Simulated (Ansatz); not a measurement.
fcc Pd was calculated with revPBE in Ansatz (PAW).

Settings: plane-wave cutoff 520 eV, 24×24×24 k mesh, Fermi–Dirac smearing 0.05 eV, scalar-relativistic PAW data made under PBE.

Results at a series of volumes:

```tsv
V (Å³/atom)	E − E_lowest (meV/atom)	P (GPa)
14.689	31.45	11.40
15.001	13.48	7.13
15.314	3.31	3.38
15.627	0.00	0.09
15.939	2.70	-2.79
16.252	10.66	-5.31
16.564	23.22	-7.52
```

Estimate the bulk modulus and its pressure derivative from these points.

V0 = 15.636 Å³/atom, B0 = 153 GPa, B′ = 5.6 (fit to the energies at full precision).

Measured, for comparison: bulk modulus 195 GPa (zero-point energy and finite temperature contributions removed, our sources range from 187 to 198; as tabulated in doi:10.1021/acs.jctc.3c00612); equilibrium volume per atom 14.56 Å³/atom (static lattice: zero-point anharmonic expansion removed; as tabulated in Mejia-Rodriguez and Trickey (2018), arXiv:1807.09216). Computed (rounded) less measured: bulk modulus -22 % (-18 % to -23 % over the range), equilibrium volume per atom +7.4 %.

Computed values are for the static lattice.

Ansatz is a first-principles code.
